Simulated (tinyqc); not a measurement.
The integration grid: Kohn-Sham TPSS on finer and finer grids in the sto-3g basis, for LiH, spin multiplicity 1. Computed by the program tinyqc with PySCF. 

Geometry (angstrom):

| atom | x | y | z |
|---|---|---|---|
| Li | 0.0000 | 0.0000 | 0.0000 |
| H | 0.0000 | 0.0000 | 1.6620 |

Self-consistent on each grid; the net force on the molecule should vanish.

Kohn-Sham energy on Becke grids (radial x angular points per atom):

| grid | points | residual of the electron count | E (hartree) | E - finest (mhartree) | largest net force without grid terms (hartree/bohr) |
|---|---|---|---|---|---|
| 10 x 14 | 274 | 3.06e-02 | -7.99250 | -32.92852 | 5.78e-02 |
| 15 x 26 | 771 | -1.08e-02 | -7.94793 | 11.63894 | 3.06e-03 |
| 20 x 50 | 1988 | 1.04e-04 | -7.95976 | -0.19115 | 4.93e-03 |
| 30 x 86 | 5142 | 3.74e-04 | -7.95981 | -0.24124 | 5.70e-04 |
| 50 x 194 | 19358 | -1.09e-05 | -7.95957 | -0.00044 | 2.48e-05 |
| 75 x 302 | 45224 | 8.65e-07 | -7.95957 | 0.00011 | 1.05e-06 |
| 120 x 590 | 141408 | 5.28e-09 | -7.95957 | 0.00000 | 2.63e-08 |

The energy is within 0.1 mhartree of the finest grid first at 50 x 194. The error has both signs, since quadrature is not variational. The electron count and the net force are cheap signs of a poor grid.
